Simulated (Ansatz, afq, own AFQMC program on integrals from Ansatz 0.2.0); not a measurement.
# SiH$_{3}$⁺, triplet: a scan with AFQMC

| atom | x (Å) | y (Å) | z (Å) |
| --- | --- | --- | --- |
| Si | 0.0000 | 0.0677 | -0.0787 |
| H | 0.0000 | -1.2255 | -0.8234 |
| H | 0.4393 | -0.3298 | 1.5083 |
| H | -0.4393 | -0.3298 | 1.5083 |

The Si1–H3 distance is changed with both sides rigid. Energies in kJ/mol count from this geometry (1.694 Å) at the same level; the start stands on UHF, each point on the determinant named.

Basis 6-31G. Only valence electrons are correlated. Integrals, coupled cluster, full CI and functionals: Ansatz 0.2.0; the random walks run on the same integrals in our own AFQMC program. ph-AFQMC/CISD is guided by a CISD state made of CCSD amplitudes; releasing the constraint for a short imaginary time cuts its bias at the price of noise, slowly where states lie close. ± is one standard error of the sampling.

Cautions, each for one point or more: lower spins were not checked.

```tsv
r(Si1–H3) / Å	det.	T1	weight	⟨S²⟩	HF	r2SCAN	CCSD(T)
1.376	UHF	0.011	0.96	2.00	72.3	69.1	76.1
2.058	UHF	0.016	0.94	2.01	40.5	30.0	29.5
2.700	UHF	0.032	0.93	2.02	97.7	113.5	106.6
3.651	UHF	0.012	0.95	2.01	59.8	123.6	78.7
5.758	UHF	0.012	0.95	2.01	56.8	124.7	76.2
```

Question: Estimate the curve of full CI, counted from the same start.

Answer: 
```csv
r(Si1–H3) / Å,det.,T1,weight,⟨S²⟩,FCI,ph-AFQMC/CISD,released AFQMC,CCSDT(Q)
1.376,UHF,0.011,0.96,2.00,76.1,76.2 ± 0.07,76.2 ± 0.03,76.1
2.058,UHF,0.016,0.94,2.01,29.1,29.4 ± 0.08,29.3 ± 0.05,29.1
2.700,UHF,0.032,0.93,2.02,105.1,106.1 ± 0.1,105.5 ± 0.09,105.1
3.651,UHF,0.012,0.95,2.01,78.4,78.6 ± 0.07,78.5 ± 0.04,78.4
5.758,UHF,0.012,0.95,2.01,75.9,76.2 ± 0.09,76.1 ± 0.04,75.9
```

Weight is that of the determinant in the CISD state; at the start T1 is 0.012 and the weight 0.95, and ⟨S²⟩ is 2.00. Symmetry can't show for every point that it stays on the start's state. Largest departures from full CI: CCSD(T) 1.5 kJ/mol at 2.700 (on UHF), ph-AFQMC/CISD 1.0 kJ/mol at 2.700 (on UHF), released AFQMC 0.3 kJ/mol at 2.700 (on UHF), CCSDT(Q) 0.0 kJ/mol at 2.058 (on UHF), HF -19.1 kJ/mol at 5.758 (on UHF). The functionals aren't scored here. In this small basis the wave-function levels are far from their limit, so their gap to the functionals isn't the functionals' error.

CCSDT and higher add their correlation energy to the determinant of the CCSD(T) run, since their own runs factorise the integrals more tightly (a shift of under 2 meV). A walk keeps the symmetry of its determinant, which the program's search chose and which needn't be the lowest solution, so a lower state of the same spin and another symmetry isn't excluded. Released energies are given only where the last usable release times agree within the noise; a slower fall can still hide under it.
